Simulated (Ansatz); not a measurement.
```yaml
crystal:
  periodic: [false, false, false]
  atoms:
    - {symbol: Na, position_ang: [2.180833, -1.145502, 0.175897]}
    - {symbol: Na, position_ang: [-1.027758, -1.037973, -0.125915]}
    - {symbol: Na, position_ang: [-1.153075, 2.183464, -0.049992]}
basis:
  gaussian: {orbitals: def2-TZVP, initial_orbitals: start.molden}
total_charge: 1
hamiltonian: {xc: {name: LC-wPBE, parameters: {omega: 0.1}}}
scf: {omitted_lower_state_checks: [starts]}
output: {orbitals: {seedname: orbitals}}
```

The file start.molden holds the orbitals of an earlier run on this structure, at another level or in another basis.

```sh
$ ansatz run in.yaml --threads 2 --pin off --events-out ev --progress --plain --max-ram 4352MiB
```

Output, abridged:

```
Error: YAML parse error: error: line 10 column 19: hamiltonian.xc: the parameter omega has a unit: it is given as 0.1/bohr or 0.1/angstrom
 8 |   gaussian: {orbitals: def2-TZVP, initial_orbitals: start.molden}
 9 | total_charge: 1
10 | hamiltonian: {xc: {name: LC-wPBE, parameters: {omega: 0.1}}}
11 | scf: {omitted_lower_state_checks: [starts]}
12 | output: {orbitals: {seedname: orbitals}}
```

Problem. Can the result of this run be used?

Solution. No. The program refused the input. The range parameter needs its unit, as in omega: 0.1/bohr.
